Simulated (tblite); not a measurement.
Question: Give a GFN2-xTB geometry of InChI=1S/C5H5S/c1-3-4-5(2)6/h4H2,2H3/q-1. (Charge -1.)

Answer: 
```
atom  x, y, z in Å
C1    -1.646    2.038   -1.020
C2    -1.298    0.977   -0.529
C3    -1.108   -0.283    0.273
C4     0.192   -0.670   -0.250
C5     1.391    0.064    0.280
S6     0.398   -1.814   -1.441
H7    -1.100   -0.040    1.344
H8    -1.898   -1.007    0.049
H9     1.592   -0.249    1.310
H10    2.271   -0.151   -0.325
H11    1.210    1.139    0.283
```

Orientation and origin are arbitrary. Atoms count from 1 in this order. The 4 C–C bonds span 1.220 Å (C1≡C2, drawn triple) to 1.506 Å (C2–C3, drawn single), a spread of 0.286 Å. C4 (thiocarbonyl carbon) is planar (angles 123.4°, 119.3° and 117.2°, sum 359.9°, 0.02 Å off the plane of its three neighbours). Of the pairs four or more bonds apart, C2···H11 is among the closest relative to their van der Waals radii: 2.64 Å, 91 % of the sum of Bondi's values. C2 (carbon bonded to 2 C) is bent (angle 168.1°).

Bonds between heavy atoms (Å): C1≡C2 1.220, C2–C3 1.506, C3–C4 1.453, C4–C5 1.502, C4=S6 1.664.

Structure optimised with GFN2-xTB, isolated species.

Point group: C1 (no symmetry element, even within 0.4 Å). Its GFN2-xTB frequencies are all real (lowest 37 cm⁻¹). Torsions: C2–C3–C4–C5 78°.

One conformer stands for the species.

The numbers are calculated, not measured.
